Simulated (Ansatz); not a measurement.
## H₂LiN, SMILES [Li][NH2]: the energy of protonation at one site, step by step

Program: Ansatz's Python interface.

Run as a notebook:

In [1]:
```python
import warnings

import ansatz as az
from ase import Atoms
import numpy as np
```

In [2]:
```python
warnings.simplefilter("ignore", az.DeckWarning)
```

In [3]:
```python
atoms = Atoms(["Li", "N", "H", "H"], positions=[
    (-1.5917, -0.1256, -0.0832),
    (0.2989, -0.1919, -0.2474),
    (0.6186, 0.7924, -0.3554),
    (0.7298, -0.5352, 0.6657),
])
mol = az.Crystal.molecule_from_ase(atoms)
```

In [4]:
```python
model = mol.calculation()
model = model.basis(gaussian="cc-pVDZ")
model = model.functional("HF")
symbols = [site.symbol for site in mol.cartesian_sites]
start = np.array([site.position_ang for site in mol.cartesian_sites], dtype=float)
report = model.relax(force_tolerance=0.01).run(threads=1, backend="cpu").report
end = np.array(report["positions_ang"])
```

In [5]:
```python
# start the new hydrogen opposite the existing bonds
away = sum((end[1] - end[j]) / np.linalg.norm(end[1] - end[j]) for j in [0, 2, 3]) + np.array([0.15, 0.1, -0.2])
proton = end[1] + 1.0 * away / np.linalg.norm(away)
acid = az.Crystal.molecule()
for symbol, place in zip(symbols, end):
    acid = acid.atom(symbol, place.tolist())
acid = acid.atom("H", proton.tolist())
protonated = (
    acid.calculation()
    .basis(gaussian="cc-pVDZ")  # the orbital basis, by name
    .functional("HF")
    .charge(1)  # electrons removed from the neutral system
    .relax(force_tolerance=0.01, max_steps=80)
)
after = protonated.run(threads=1, backend="cpu").report
xyz = np.array(after["positions_ang"])
reach = np.linalg.norm(xyz[:-1] - xyz[-1], axis=1)
print(f"base {report['free_energy_ev']:.5f} eV, protonated {after['free_energy_ev']:.5f} eV")
print(f"the proton ends {reach.min():.3f} A from {symbols[reach.argmin()]}{reach.argmin()}")
print(f"electronic proton affinity {23.060548 * (report['free_energy_ev'] - after['free_energy_ev']):.1f} kcal/mol")
```
```text
base -1715.79961 eV, protonated -1727.96630 eV
the proton ends 1.012 A from N1
electronic proton affinity 280.6 kcal/mol
```

Reading the output:
- These settings explore the input space; basis and method may be short of convergence.
- The proton is put on one chosen atom, which needn't be the most basic site, so the molecule's proton affinity can be higher; the ends are stationary points, not checked by frequencies, and zero-point and thermal terms count only where printed.
- Hartree-Fock leaves correlation out, so bond, atomisation and ionisation energies come out well too low.
- It ran for 5 s on 1 thread of Intel(R) Xeon(R) 6975P-C (Granite Rapids) (shared host), peak memory 0.18 GiB.
